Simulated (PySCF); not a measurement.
NaN: one state, many levels of theory

State: ³Σ⁻ (triplet), unpaired electrons π ↑↑. Set-up: Na 6-31G(d,p), N 6-31G(d,p); no relativity (PySCF 2.14). De refers to Na + N in their high-spin ground configurations, without counterpoise correction. The functionals are run spin-unrestricted. A positive dipole means Na(−)N(+). Levels whose curve was spin-contaminated or gave no clean fit are not listed.

```csv
Level,Re (Å),ωe (cm⁻¹),De (eV),μ (D),"CPU s a point (SCF and correlation, without the integrals)"
ROHF,2.217,448,-0.95,-8.23,0.053
ROHF-MP2,2.251,411,0.180,n/a,0.09
ROHF-SCS-MP2,2.257,405,0.224,n/a,n/a
ROHF-CCSD,2.314,336,0.325,n/a,n/a
ROHF-CCSD(T),2.332,320,0.410,n/a,2.6
TPSS,2.260,376,1.24,-5.04,0.74
```

The bond length runs from 2.217 Å (ROHF) to 2.332 Å (ROHF-CCSD(T)). De spans -0.95 eV (ROHF, mean field) to 1.24 eV (TPSS, meta-GGA). Correlation at CCSD(T) changes the Hartree–Fock bond energy by +1.36 eV; the triples alone change it by +0.08 eV.

Correlated steps freeze 2 core orbitals. The bond is weak. Basis-set superposition, not corrected here, can be much of De in a small basis, most of all at correlated wavefunction levels. Functionals without a dispersion term scatter widely for such bonds, and LDA overbinds them. The CCSD T1 diagnostic is raised, a sign that a single reference may not be enough here. UHF is strongly spin-contaminated for NaN, so the ROHF reference used there is far from stable. A negative De means that the minimum lies above the separated atoms at that level. The state was picked by a PBE0 search and need not be the measured ground state.

The whole job (state search and all levels along the bond) took about 1.5 min on 1 thread of Arm Neoverse N1 (shared host), peak memory 0.39 GiB.
